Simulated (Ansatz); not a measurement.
# [SiH3···H···NH], triplet: the ladder up to UCCSDT(Q)

Geometry: a point of a hydrogen-transfer path between rigid fragments, not a stationary point.

```xyz
7

Si   -1.0468    0.0215    0.0000
H    -1.5417    1.4212    0.0000
H    -1.5417   -0.6784    1.2122
H    -1.5417   -0.6784   -1.2122
H     0.9442    0.0215    0.0000
N     2.1872    0.0215    0.0000
H     2.4563   -0.9828    0.0000
```

Basis cc-pVDZ; Ansatz 0.2.0. Correlated methods freeze the noble-gas cores, which leaves 14 electrons in 51 orbitals. Prefix R: restricted or restricted open-shell reference; prefix U: unrestricted. Active spaces: pair = (4e, 4o) about the gap.

Full CI isn't at hand for all of this; UCCSDT(Q) serves as the reference, and is uncertain by about the last step of the cluster series. The frozen core follows each run's orbitals, which can shift R against U totals by a few meV.

For open shells CISD is restricted-active-space CI with the open shells as a complete middle space.

```
UHF ⟨S²⟩                          : 2.058
T1 diagnostic (RCCSD)             : 0.0253
largest doubles amplitude (RCCSD) : 0.037
T1 diagnostic (UCCSD)             : 0.0175
```

| level | E − E(UCCSDT(Q)) (mEh) | share of correlation (%) | wall time |
| --- | --- | --- | --- |
| RHF | 315.70 | 0.00 | – |
| UHF | 301.84 | 4.39 | – |
| RMP2 | 54.89 | 82.61 | – |
| UMP2 | 57.19 | 81.88 | – |
| CISD | 36.80 | 88.34 | 10 s |
| RCCSD | 8.28 | 97.38 | – |
| UCCSD | 7.99 | 97.47 | – |
| RCCSD(T) | 1.60 | 99.49 | 9.5 s |
| UCCSD(T) | 1.63 | 99.48 | 9.5 s |
| BCCD(T) | 1.62 | 99.49 | 4.1 s |
| RCCSDT | 0.46 | 99.85 | – |
| UCCSDT | 0.41 | 99.87 | – |
| RCCSDT(Q) | 0.03 | 99.99 | 6 s (H100) |
| CASSCF (pair space) | 285.26 | 9.64 | – |
| NEVPT2 (pair space) | 52.84 | 83.26 | 1.3 s |
| MRCISD (pair space) | 30.89 | 90.21 | – |
| MRCISD+Q (pair space) | 3.62 | 98.85 | 2 s (H100) |

The correlation energy at UCCSDT(Q), counted from RHF, is -8.591 eV. That run took 4.7 s on 2 threads of AMD EPYC 7R13 with a shared H100 80 GB, shared host.

Times hold each run's SCF and search for its determinant on a shared host, so for small cases they say little of a method's own cost; rows without a card ran on 1 thread of AMD EPYC 7R13.
